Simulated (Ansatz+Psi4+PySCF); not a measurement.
The numbers below are computed, except where a source is named.
This PySCF input gave a total energy of -112.89520 hartree.

```python
from pyscf import gto, scf, mp

mol = gto.M(atom="""
C 0.000000 0.000000 0.000000
O 0.000000 0.000000 1.210000
""", basis='cc-pvtz', charge=0, spin=2)
mf = scf.UHF(mol)
mf.kernel()
pt = mp.MP2(mf, frozen=2).run()
print(mf.e_tot, pt.e_corr, pt.e_tot)
```

Write an input for Ansatz with the same method and basis set.

```yaml
crystal:
  periodic: [false, false, false]
  atoms:
    - { symbol: C, position_ang: [0.0, 0.0, 0.0] }
    - { symbol: O, position_ang: [0.0, 0.0, 1.21] }
basis:
  gaussian: { orbitals: cc-pVTZ }
magnetization:
  spin_polarized: true
  initial_magnetization: 2
hamiltonian:
  xc: hf
correlation:
  method: mp2
  frozen_orbitals: { C: 1, O: 1 }
scf:
  omitted_lower_state_checks: [stability, starts, atomic_configurations, cluster_reference, orbital_swaps, given_window_search, neighbouring_geometries, increment]
```

Ansatz (development build ahead of 0.2.0) gave -112.89520 hartree, 0.02 meV from the first. Caution: another spin multiplicity may lie lower; the unrestricted determinant is spin contaminated.
